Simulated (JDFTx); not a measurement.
System: methanol, CH4O (SMILES CO), charge 0, multiplicity 1; geometry: optimised with GFN2-xTB in vacuum (no frequencies checked; largest PBE force component 1.0 eV/Å). Z-matrix (Å, degrees):
```
C
H 1 1.0881
H 1 1.0953 2 108.94
H 1 1.0959 2 108.85 3 118.69
O 1 1.4059 2 106.54 4 120.62
H 5 0.9630 1 109.14 2 179.62
```

Level of theory: PBE, GBRV ultrasoft potentials, plane waves to 20/100 Ha; code: JDFTx (a modified build). Liquid: CANDLE, water, 1 M NaF. The liquid run sits in a periodic box with 3.75 Å from the outermost atoms to the faces; the vacuum run is isolated. The box matters at about 0.01 eV. ΔG_solv is the difference of the two single-point energies, liquid minus vacuum; no corrections are added.

```json
{
 "solvation_energy": "-0.21 eV",
 "part: cavitation term of the fluid": "0.30 eV",
 "part: dispersion term of the fluid": "-0.27 eV",
 "part: electrostatic term of the fluid": "-0.31 eV",
 "part: distortion of the solute's electrons": "0.07 eV",
 "dipole_moment_in_vacuum": "1.54 D",
 "dipole_moment_in_the_liquid": "2.15 D",
 "highest occupied level in vacuum (zero: vacuum level)": "-6.29 eV",
 "highest occupied level in the liquid (zero: bulk electrolyte)": "-6.28 eV",
 "volume of the model's cavity": "141.6 Å³",
 "rough_cost_vacuum_and_liquid_run": "2 min and 2 min of core time"
}
```
